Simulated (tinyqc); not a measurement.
Worked calculation: coupled-perturbed Hartree-Fock on RHF in the sto-3g basis, for H2O, spin multiplicity 1. One step of it, computed by the program tinyqc.

Problem. Coupled step 2. U_ai = -(mu_ai + sum_bj [4 (ai|bj) - (ab|ij) - (aj|bi)] U_bj) / (e_a - e_i); alpha = -4 sum U_ai mu_ai.

U after step 1:
```
,i1,i2,i3,i4,i5
a6,-0.000357,-0.068091,0.000000,0.675353,0.000000
a7,0.000000,0.000000,0.545739,0.000000,0.000000
```

dipole integrals <a|z|i> (bohr):
```
,i1,i2,i3,i4,i5
a6,0.047159,-0.068114,0.000000,-0.677309,0.000000
a7,0.000000,0.000000,-0.759310,0.000000,0.000000
```

orbital energies (hartree): MO1 -20.272122, MO2 -1.215949, MO3 -0.534741, MO4 -0.454458, MO5 -0.392724, MO6 0.490197, MO7 0.566576

Two-electron integrals over orbitals (pq|rs), unique and non-zero (hartree):
```
p,q,r,s,(pq|rs)
1,1,1,1,4.746797
2,1,1,1,-0.427759
2,1,2,1,0.060967
2,2,1,1,1.018736
2,2,2,1,-0.014999
2,2,2,2,0.725020
3,1,3,1,0.011077
3,2,3,1,0.017296
3,2,3,2,0.130898
3,3,1,1,0.773530
3,3,2,1,-0.004826
3,3,2,2,0.621636
3,3,3,3,0.599900
4,1,1,1,0.172682
4,1,2,1,-0.022658
4,1,2,2,0.013047
4,1,3,3,0.005830
4,1,4,1,0.024233
4,2,1,1,-0.152591
4,2,2,1,0.008408
4,2,2,2,-0.022761
4,2,3,3,0.003072
4,2,4,1,0.017282
4,2,4,2,0.129063
4,3,3,1,-0.003022
4,3,3,2,0.025312
4,3,4,3,0.056301
4,4,1,1,0.923776
4,4,2,1,-0.011230
4,4,2,2,0.655291
4,4,3,3,0.568576
4,4,4,1,-0.008307
4,4,4,2,-0.091357
4,4,4,4,0.694202
5,1,5,1,0.025964
5,2,5,1,0.033137
5,2,5,2,0.149774
5,3,5,3,0.027040
5,4,5,1,-0.012464
5,4,5,2,-0.045968
5,4,5,4,0.048923
5,5,1,1,1.115358
5,5,2,1,-0.012096
5,5,2,2,0.753715
5,5,3,3,0.607863
5,5,4,1,0.004874
5,5,4,2,-0.082662
5,5,4,4,0.685497
5,5,5,5,0.880159
6,1,1,1,-0.193590
6,1,2,1,0.029625
6,1,2,2,-0.001147
6,1,3,3,0.000892
6,1,4,1,0.002874
6,1,4,2,0.021208
6,1,4,4,-0.016081
6,1,5,5,-0.005223
6,1,6,1,0.026614
6,2,1,1,0.266116
6,2,2,1,-0.005784
6,2,2,2,0.132764
6,2,3,3,0.070425
6,2,4,1,0.018593
6,2,4,2,0.031117
6,2,4,4,0.059169
6,2,5,5,0.140801
6,2,6,1,0.011192
6,2,6,2,0.096650
6,3,3,1,0.003014
6,3,3,2,-0.031250
6,3,4,3,-0.035205
6,3,6,3,0.068842
6,4,1,1,0.273765
6,4,2,1,-0.003735
6,4,2,2,0.125992
6,4,3,3,0.051282
6,4,4,1,0.000128
6,4,4,2,-0.056560
6,4,4,4,0.132083
6,4,5,5,0.151678
6,4,6,1,-0.002920
6,4,6,2,0.057021
6,4,6,4,0.101791
6,5,5,1,0.012814
6,5,5,2,0.050266
6,5,5,4,0.005537
6,5,6,5,0.034795
6,6,1,1,0.800931
6,6,2,1,-0.007643
6,6,2,2,0.603593
6,6,3,3,0.555386
6,6,4,1,0.017857
6,6,4,2,0.045132
6,6,4,4,0.550606
6,6,5,5,0.586993
6,6,6,1,0.009345
6,6,6,2,0.096598
6,6,6,4,0.055529
6,6,6,6,0.590704
7,1,3,1,0.014348
7,1,3,2,0.021362
7,1,4,3,-0.003979
7,1,6,3,0.003374
7,1,7,1,0.018612
7,2,3,1,0.014725
7,2,3,2,0.052355
7,2,4,3,-0.033147
7,2,6,3,0.031025
7,2,7,1,0.018264
7,2,7,2,0.066575
7,3,1,1,0.368309
7,3,2,1,-0.007053
7,3,2,2,0.159285
7,3,3,3,0.089635
7,3,4,1,-0.000355
7,3,4,2,-0.082635
7,3,4,4,0.136256
7,3,5,5,0.200782
7,3,6,1,-0.005989
7,3,6,2,0.067230
7,3,6,4,0.104636
7,3,6,6,0.046005
7,3,7,3,0.162472
7,4,3,1,-0.008660
7,4,3,2,-0.074947
7,4,4,3,-0.014386
7,4,6,3,0.052699
7,4,7,1,-0.011215
7,4,7,2,-0.015718
7,4,7,4,0.073766
7,5,5,3,0.023767
7,5,7,5,0.024197
7,6,3,1,0.007402
7,6,3,2,0.083265
7,6,4,3,0.061146
7,6,6,3,-0.060097
7,6,7,1,0.009342
7,6,7,2,-0.007291
7,6,7,4,-0.061674
7,6,7,6,0.109055
7,7,1,1,0.823311
7,7,2,1,-0.008462
7,7,2,2,0.604312
7,7,3,3,0.583779
7,7,4,1,0.003974
7,7,4,2,-0.014475
7,7,4,4,0.573445
7,7,5,5,0.602285
7,7,6,1,-0.003147
7,7,6,2,0.059493
7,7,6,4,0.047487
7,7,6,6,0.553553
7,7,7,3,0.086510
7,7,7,7,0.591728
```

Give: U after step 2; polarisability.

Solution.

U after step 2:
```
,i1,i2,i3,i4,i5
a6,-0.0004,-0.0719,0.0000,0.7254,0.0000
a7,0.0000,0.0000,0.5599,0.0000,0.0000
```

polarisability = 3.6462 bohr^3
